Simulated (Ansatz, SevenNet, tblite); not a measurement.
How well does each level of theory give the equilibrium lattice constant a of rock-salt AgBr?

Reference value: 5.772 Å (measured, temperature not stated, not corrected to a static lattice; as tabulated in Jana et al. (2018), arXiv:1803.03840).

| level (code) | value (Å) | difference (%) |
|---|---|---|
| IPEA1-xTB (tblite) | 5.828 | +0.97 |
| SevenNet-0 (SevenNet) | 5.854 | +1.42 |
| LDA (Ansatz) | 5.584 | -3.26 |
| PBE (Ansatz) | 5.841 | +1.20 |
| PBE-D3(BJ) (Ansatz) | 5.731 | -0.71 |
| PBE-D4 (Ansatz) | 5.735 | -0.64 |
| HSE06 (Ansatz) | 5.830 | +1.00 |

Leaving aside IPEA1-xTB, which can be fitted to such values or carry a doubt: The reference's temperature isn't stated, so close values are not ranked against it. Off by more than 1.25 % (a bound picked here): SevenNet-0 (+1.42 %), LDA (-3.26 %).

The measured value isn't corrected to a static lattice, so vibrations enter the comparison. A static lattice is as a rule a little smaller than the measured one.  IPEA1-xTB: this parameter set was refitted to ionisation energies, not structures. IPEA1-xTB: the run uses a supercell at the zone centre in place of a k mesh. Cutoffs and k meshes differ between the levels. Ansatz's density-functional and Hartree–Fock values are scalar-relativistic unless marked +SOC, with PAW data made under PBE.

Machine-learned potentials (SevenNet-0) are trained on DFT data, which may include these solids.

Differences are worked out from the printed values.

Ansatz is an electronic-structure program.
